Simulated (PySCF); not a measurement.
Isomers of C3H8N2, one GFN2-xTB conformer each. Single-point energies are computed at PBE0/pcSseg-1 (PySCF, gas phase, no added dispersion term), electronic only.

| SMILES | GFN2-xTB relative energy (kJ/mol) |
| --- | --- |
| NNC1CC1 | 66.2 |
| [H]/N=C/[C@@H](C)N | 0.0 |

Conformers: `[NH2:1][NH:2][CH:3]1[CH2:4][CH2:5]1` with H–N1–N2–C3 -77° and 41°, N1–N2–C3–C4 -149°; `[H]/[N:5]=[CH:4]/[C@@H:2]([CH3:1])[NH2:3]` with C1–C2–N3–H 179° and 63°, C1–C2–C4–N5 -121°.

Problem. What does PBE0/pcSseg-1 give for the same structures?

Solution. 
```tsv
SMILES	PBE0/pcSseg-1 E (Eh)	PBE0/pcSseg-1 (kJ/mol)	GFN2-xTB (kJ/mol)	point group
[H]/N=C/[C@@H](C)N	-228.31559	0.0	0.0	C1
NNC1CC1	-228.26483	133.3	66.2	C1
```

Both levels put the same isomer lowest. As drawn, the lower has a C=N bond, which the higher lacks; the higher has a three-membered ring and an N–N linkage, which the lower lacks.

Problem. Which frontier levels, dipoles and rotational constants go with these structures?

Solution. 
```tsv
SMILES	HOMO (eV, PBE0/pcSseg-1)	LUMO (eV)	dipole (D)	A, B, C (MHz)
[H]/N=C/[C@@H](C)N	-6.80	-0.01	2.22	7874, 4193, 3112
NNC1CC1	-6.46	1.53	1.86	12956, 3363, 3018
```
